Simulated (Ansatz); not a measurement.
The input, for Ansatz 0.2.0:

```yaml
crystal:
  periodic: [false, false, false]
  atoms:
    - {symbol: Al, position_ang: [0.000000, -0.002992, -0.106980]}
    - {symbol: H, position_ang: [0.000000, 0.982664, 1.502135]}
    - {symbol: H, position_ang: [0.000000, -0.902571, 1.361611]}
basis:
  gaussian: {orbitals: cc-pVDZ}
total_charge: 1
magnetization: {spin_polarized: false, initial_magnetization: 2}
correlation: {method: fic_mrcisd_q_relaxed, electrons: valence, active_space: {window: {electrons: 4, orbitals: 7}}}
```

```sh
$ ansatz run in.yaml --threads 1 --pin off --events-out ev --progress --plain --max-ram 2393MiB
```

Log:

```
267 factors; integrals over basis functions are off by at most 1.2e-3 eV
mean field evaluation 1: about -6603.1766 eV, gradient 4.6e0 eV
mean field evaluation 2: about -6603.1788 eV, gradient 4.6e0 eV
mean field evaluation 4: about -6603.5261 eV, gradient 6.6e-1 eV
mean field evaluation 8: about -6603.5612 eV, gradient 4.8e-2 eV
mean field -6603.56127922 eV, -242.6764009568 hartree, gradient 1.9e-6 eV, S^2 2.000000; 0 other end points of the search recorded, 0 dependent functions left out
reference -6603.56127922 eV, -242.6764009568 hartree; 8, 6 occupied and 20, 22 virtual orbitals, 267 factors
state -6604.75511677 eV, -242.7202736773 hartree
contracted CI cycle   1: correlation 0.00000000 eV, 0.0000000000 hartree, residual 4.79e0 eV
contracted CI cycle   2: correlation -0.44292987 eV, -0.0162773724 hartree, residual 1.12e0 eV
contracted CI cycle   3: correlation -0.46779485 eV, -0.0171911435 hartree, residual 3.61e-1 eV
contracted CI cycle   4: correlation -0.47075943 eV, -0.0173000898 hartree, residual 1.20e-1 eV
contracted CI cycle   5: correlation -0.47107174 eV, -0.0173115670 hartree, residual 4.22e-2 eV
contracted CI cycle   6: correlation -0.47111615 eV, -0.0173131993 hartree, residual 2.00e-2 eV
contracted CI cycle   7: correlation -0.47112725 eV, -0.0173136072 hartree, residual 1.12e-2 eV
contracted CI cycle   8: correlation -0.47113015 eV, -0.0173137135 hartree, residual 5.48e-3 eV
contracted CI cycle   9: correlation -0.47113086 eV, -0.0173137398 hartree, residual 2.53e-3 eV
contracted CI cycle  10: correlation -0.47113101 eV, -0.0173137452 hartree, residual 8.84e-4 eV
state -6604.75511677 eV, -242.7202736773 hartree; corrected -6605.23207610 eV, -242.7378016094 hartree
Total energy: -6605.23207610 eV, -242.7378016094 hartree
```

Ran on 1 thread of Intel Xeon Platinum 8259CL, shared host: 1.8 s wall, 0.14 GiB peak host memory.
